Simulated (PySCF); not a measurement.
How the functional moves excitation energies

Species: ethylene carbonate, C₃H₄O₃.
InChI=1S/C3H4O3/c4-3-5-1-2-6-3/h1-2H2

Linear-response calculations in the def2-SVPD basis (PySCF; singlets by full response, triplets Tamm–Dancoff, core orbitals frozen in the response; HF means time-dependent Hartree–Fock). 'Strongest' is the level of largest summed f among the singlets computed (10 roots, of which the last may lack a degenerate partner); it can jump between rows when another state enters that window. S1 is the lowest singlet of each run and needn't be the same state throughout; f(S1) is that of one state. Isolated species at its PBE0-D3(BJ)/def2-SVP geometry (one conformer only).

```json
{"functional": "LDA", "kind": "LDA", "S1 (eV)": "6.71", "f(S1)": "0.003", "strongest (eV)": "7.43", "T1 (eV)": "6.36", "HOMO (eV)": "-7.29", "gap (eV)": "6.59", "ionisation energy, ΔSCF (eV)": "11.06"}
{"functional": "PBE", "kind": "GGA", "S1 (eV)": "6.62", "f(S1)": "0.002", "strongest (eV)": "7.55", "T1 (eV)": "6.34", "HOMO (eV)": "-7.08", "gap (eV)": "6.61", "ionisation energy, ΔSCF (eV)": "10.91"}
{"functional": "B3LYP", "kind": "global hybrid, 20% exact exchange", "S1 (eV)": "7.01", "f(S1)": "0.000", "strongest (eV)": "8.83", "T1 (eV)": "6.52", "HOMO (eV)": "-8.52", "gap (eV)": "8.44", "ionisation energy, ΔSCF (eV)": "11.41"}
{"functional": "PBE0", "kind": "global hybrid, 25% exact exchange", "S1 (eV)": "7.12", "f(S1)": "0.000", "strongest (eV)": "9.00", "T1 (eV)": "6.59", "HOMO (eV)": "-8.81", "gap (eV)": "9.04", "ionisation energy, ΔSCF (eV)": "11.41"}
{"functional": "BHandHLYP", "kind": "global hybrid, 50% exact exchange", "S1 (eV)": "7.33", "f(S1)": "0.000", "strongest (eV)": "9.43", "T1 (eV)": "6.80", "HOMO (eV)": "-10.45", "gap (eV)": "11.13", "ionisation energy, ΔSCF (eV)": "11.14"}
{"functional": "CAM-B3LYP", "kind": "range-separated hybrid", "S1 (eV)": "7.08", "f(S1)": "0.000", "strongest (eV)": "9.05", "T1 (eV)": "6.59", "HOMO (eV)": "-10.29", "gap (eV)": "11.12", "ionisation energy, ΔSCF (eV)": "11.39"}
{"functional": "wB97X-D", "kind": "range-separated hybrid", "S1 (eV)": "7.15", "f(S1)": "0.000", "strongest (eV)": "9.13", "T1 (eV)": "6.69", "HOMO (eV)": "-10.75", "gap (eV)": "12.61", "ionisation energy, ΔSCF (eV)": "11.33"}
{"functional": "LC-wPBE", "kind": "range-separated hybrid", "S1 (eV)": "7.12", "f(S1)": "0.000", "strongest (eV)": "9.16", "T1 (eV)": "6.60", "HOMO (eV)": "-11.63", "gap (eV)": "13.53", "ionisation energy, ΔSCF (eV)": "11.48"}
{"functional": "HF", "kind": "Hartree–Fock", "S1 (eV)": "7.95", "f(S1)": "0.000", "strongest (eV)": "10.19", "T1 (eV)": "7.01", "HOMO (eV)": "-12.98", "gap (eV)": "15.10", "ionisation energy, ΔSCF (eV)": "not settled"}
```

S1 runs from 6.62 eV (PBE) to 7.95 eV (HF), a spread of 1.33 eV, while the orbital gap spreads over 8.5 eV. Along PBE (0%), B3LYP (20%), PBE0 (25%), BHandHLYP (50%), HF (100%) S1 rises with the share of exact exchange. −ε(HOMO) comes closest to its own ΔSCF ionisation energy with LC-wPBE (+0.15 eV) and misses most with PBE (-3.82 eV). 'Not settled' means that the ion's SCF failed to converge or may have ended in another state than the lowest.
